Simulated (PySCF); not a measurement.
fluoromethane (CH3F), SMILES FC. The structure is a stationary point at PBE-D3(BJ)/def2-TZVP.

Calculation: PBE-D3(BJ)/def2-TZVP (PySCF 2.14.0).

Harmonic wavenumbers (cm⁻¹): 1030, 1153, 1153, 1434, 1440, 1440, 2955, 3039, 3039. Rotational constants (GHz): 154.4, 25.26, 25.26; symmetry number 3.

Task: Work out the zero-point energy and the ideal-gas rigid-rotor harmonic-oscillator thermochemistry at 298.15 K and 1 atm.

Result: ZPE = ½ Σ hcν = ½ × 16681 cm⁻¹ = 23.85 kcal/mol. H − E(el) = 26.27 kcal/mol. Entropy in cal/(mol K): translation 36.51, rotation 16.55, vibration 0.23, total 53.28. G − E(el) = 10.39 kcal/mol. Cp = 9.05 cal/(mol K).
